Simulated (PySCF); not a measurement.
**Neon: a sound run and one with changed settings**

Sound run: Ne [Ne], Ne⁺ [He] 2s2 2p5. All numbers are calculated (PySCF 2.14, no relativity, point nucleus, in def2-SVP). In the sound run the correlated levels freeze 1s2. The sound run starts from symmetry-adapted Hartree-Fock orbitals and uses a fine grid where one is needed.

Changed run: all electrons correlated in a basis built for the valence shell.

```csv
species,method,sound run (hartree),changed run (hartree),converged
Ne,MP2,-128.55998,-128.56186,yes
Ne,CCSD(T),-128.56476,-128.56644,yes
Ne⁺,MP2,-127.77835,-127.78007,yes
Ne⁺,CCSD(T),-127.79004,-127.79161,yes
```

Ionisation energy of Ne:

```
 method  sound run (eV)  changed run (eV)
    UHF          19.813            19.813
    MP2          21.269            21.274
SCS-MP2          21.142            21.144
   CCSD          21.082            21.085
CCSD(T)          21.081            21.084
```

A valence basis has no tight correlating functions, so it recovers only part of the core correlation, and not evenly between atom and ion.

For comparison, NIST gives 21.565 eV between the lowest levels.
